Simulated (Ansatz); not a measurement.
fcc Rh, treated with BLYP (Ansatz, an electronic-structure program, plane waves, PAW).

Settings: plane-wave cutoff 520 eV, 24×24×24 k mesh, Fermi–Dirac smearing 0.05 eV, no spin polarisation, scalar-relativistic PAW data made under PBE.

Computed at the level's own relaxed cell.

### Question
Give the computed volume per atom, bulk modulus, equilibrium lattice constant a and pressure derivative B′ of the bulk modulus.

### Answer

* **volume per atom**: 14.82 Å³/atom
* **bulk modulus**: 215 GPa
* **equilibrium lattice constant a**: 3.899 Å
* **pressure derivative B′ of the bulk modulus**: 5.3

The run finds no gap.

Measured, for comparison: equilibrium volume per atom 13.65 Å³/atom, lattice constant a 3.794 Å (static lattice: zero-point anharmonic expansion removed; as tabulated in Mejia-Rodriguez and Trickey (2018), arXiv:1807.09216); bulk modulus 271 GPa (corrected for temperature and zero-point phonon effects, our sources range from 271 to 289; as tabulated in Levämäki et al. (2014), arXiv:1402.3671). Computed (rounded) less measured: equilibrium volume per atom +8.6 %, bulk modulus -21 % (-21 % to -26 % over the range), lattice constant a +2.8 %.
